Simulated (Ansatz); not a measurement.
`CCOC(C)F` → `CCOCF` + `[CH2]` (triplet)  (formal loss of a carbene)

Isolated molecules relaxed with PBE0-D4/def2-TZVP in Ansatz; ΔE leaves out vibrations. CBS: MP2 limit from def2 TZ/QZ plus the TZ coupled-cluster correction, frozen cores. This one scheme is used for every species. DFT in def2-TZVPP. Triplets are unrestricted, without spin–orbit coupling. One conformer a species, not always the lowest.

```tsv
species	B2PLYP energy (Eh)
`CCOC(C)F`	-332.79585
`CCOCF`	-293.49721
`[CH2]` (triplet)	-39.12698
```

(1) Work out ΔE.

Largest T1 diagnostic among the species: 0.011.

Results:

(1) ΔE = (-293.49721) + (-39.12698) − (-332.79585) = 0.17166 Eh = +107.7 kcal/mol. CCSD(T)/CBS gives +110.4 kcal/mol.

At CCSD(T), def2-SVP lies −3.3 kcal/mol from the extrapolated value and def2-TZVPP −2.9 kcal/mol. Leaving LDA and LC-ωPBE aside and taking each functional with its dispersion term where it has one, the values, not all of them listed here, spread over 8.6 kcal/mol, from r2SCAN0-D4 to ωB97X-V. LDA lies +18.8 kcal/mol from PBE without D4.
